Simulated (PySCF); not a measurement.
# Highest orbital energy against ionisation energy along the third row

Calculated with PySCF 2.14, no spin-orbit coupling. Each cell gives −ε(HOMO) / ΔSCF in eV; NIST values include spin-orbit coupling, (s) semi-empirical, (t) theoretical.

| species | UHF | LDA | PBE | PBE0 | r2SCAN | NIST (lowest levels) |
| --- | --- | --- | --- | --- | --- | --- |
| Mg (x2c-TZVPPall, spin-free X2C) | 6.894 / 6.621 | 4.779 / 7.749 | 4.706 / 7.644 | 5.433 / 7.570 | 4.820 / 7.377 | 7.646 |
| Al (x2c-TZVPPall, spin-free X2C) | 5.917 / 5.588 | 2.956 / 6.013 | 3.038 / 6.057 | 3.873 / 6.077 | 3.324 / 6.157 | 5.986 |
| Si (x2c-TZVPPall, spin-free X2C) | 8.170 / 7.629 | 4.508 / 8.219 | 4.536 / 8.180 | 5.583 / 8.205 | 4.880 / 8.314 | 8.152 |
| P (x2c-TZVPPall, spin-free X2C) | 10.630 / 9.897 | 6.216 / 10.558 | 6.206 / 10.465 | 7.474 / 10.513 | 6.650 / 10.616 | 10.487 |
| S (x2c-TZVPPall, spin-free X2C) | 10.276 / 9.222 | 6.051 / 10.543 | 6.029 / 10.401 | 7.331 / 10.384 | 6.335 / 10.365 | 10.360 |
| Cl (x2c-TZVPPall, spin-free X2C) | 13.025 / 11.759 | 8.082 / 13.177 | 7.992 / 12.939 | 9.503 / 12.935 | 8.372 / 12.994 | 12.968 |
| Ar (x2c-TZVPPall, spin-free X2C) | 16.019 / 14.556 | 10.261 / 15.962 | 10.126 / 15.667 | 11.866 / 15.694 | 10.627 / 15.749 | 15.760 |

Q: How far is −ε(HOMO) from ΔSCF on average for each method, and why?

A: UHF 0.81 eV; LDA -4.20 eV; PBE -4.10 eV; PBE0 -2.90 eV; r2SCAN -3.79 eV. Hartree-Fock orbital energies lack relaxation and so exceed the ΔSCF value; semilocal functionals have convex E(N) from self-interaction, so their HOMO lies far too high; exact exchange moves hybrids part of the way back.
